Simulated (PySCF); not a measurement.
B2H6, optimised at PBE/def2-SVP:

```xyz
8

B      0.8570     0.1590     0.0821
H     -0.0550    -0.2837     0.9523
B     -0.8769    -0.1667    -0.0946
H      0.0351     0.2761    -0.9647
H      1.6493    -0.7303    -0.1403
H      1.2173     1.2647     0.4220
H     -1.6692     0.7226     0.1279
H     -1.2372    -1.2724    -0.4344
```

Computed with PySCF (xtb for GFN2) and rigid-rotor harmonic-oscillator thermochemistry at 1 bar. 6-31G* has spherical d functions here. All species are closed-shell singlets. B3LYP is the form with VWN-RPA correlation.

Problem. List the harmonic frequencies (cm⁻¹, unscaled) at this level and at the other levels, each on its own geometry.

Solution. 
- PBE/def2-SVP: 284, 793, 805, 836, 864, 878, 912, 934, 1122, 1129, 1651, 1821, 2006, 2134, 2530, 2545, 2633, 2646
- B3LYP/6-31G*: 351, 806, 852, 891, 948, 978, 1000, 1056, 1206, 1211, 1731, 1863, 2024, 2205, 2640, 2654, 2734, 2747
- GFN2-xTB: 385, 640, 683, 798, 835, 915, 1059, 1153, 1176, 1187, 1431, 1467, 1609, 1893, 2601, 2602, 2627, 2635
- HF/6-31G*: 408, 836, 898, 903, 1003, 1072, 1131, 1196, 1289, 1306, 1832, 1930, 2064, 2298, 2734, 2753, 2829, 2844
- PBE0/def2-TZVP: 328, 827, 848, 901, 911, 930, 980, 991, 1180, 1189, 1724, 1896, 2042, 2192, 2606, 2620, 2699, 2715
